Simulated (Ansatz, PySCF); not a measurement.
This Ansatz (a quantum-chemistry and plane-wave program) input computes a CCSD(T)/cc-pVDZ energy:

Ansatz 0.2 input:
```yaml
crystal:
  periodic: [false, false, false]
  atoms:
    - {symbol: C, position_ang: [-0.05249934, 0.66361634, -0.00082491]}
    - {symbol: O, position_ang: [-0.03987542, -0.75703536, 0.00178984]}
    - {symbol: H, position_ang: [-1.09784462, 0.96908472, 0.00748358]}
    - {symbol: H, position_ang: [0.87401456, -1.05773522, -0.00540936]}
    - {symbol: H, position_ang: [0.43649641, 1.08332517, 0.88540014]}
    - {symbol: H, position_ang: [0.42133308, 1.07991017, -0.89684359]}
basis:
  gaussian:
    orbitals: cc-pVDZ
magnetization: {spin_polarized: false}
correlation: {method: ccsd_t, electrons: outside_noble_gas}
```

### Question
Write an input for the same energy in PySCF and say what it gives.

### Answer

```python
from pyscf import gto, scf, mp, cc as ccmod

mol = gto.M(
    atom='''
    C    -0.05249934    0.66361634   -0.00082491
    O    -0.03987542   -0.75703536    0.00178984
    H    -1.09784462    0.96908472    0.00748358
    H     0.87401456   -1.05773522   -0.00540936
    H     0.43649641    1.08332517    0.88540014
    H     0.42133308    1.07991017   -0.89684359
    ''',
    basis='cc-pvdz',
    charge=0,
    spin=0,
    verbose=4,
)

mf = scf.RHF(mol)
mf.conv_tol = 1e-10
mf.max_cycle = 100
mf.kernel()
mp2 = mp.MP2(mf, frozen=2).run()
cc = ccmod.CCSD(mf, frozen=2)
cc.max_cycle = 100
cc.kernel()
et = cc.ccsd_t()
print(f'E(CCSD(T)) = {cc.e_tot + et:.9f}')
```
It gives -115.42014 Eh, and Ansatz -115.42014 Eh, a difference of 0.00 mEh.
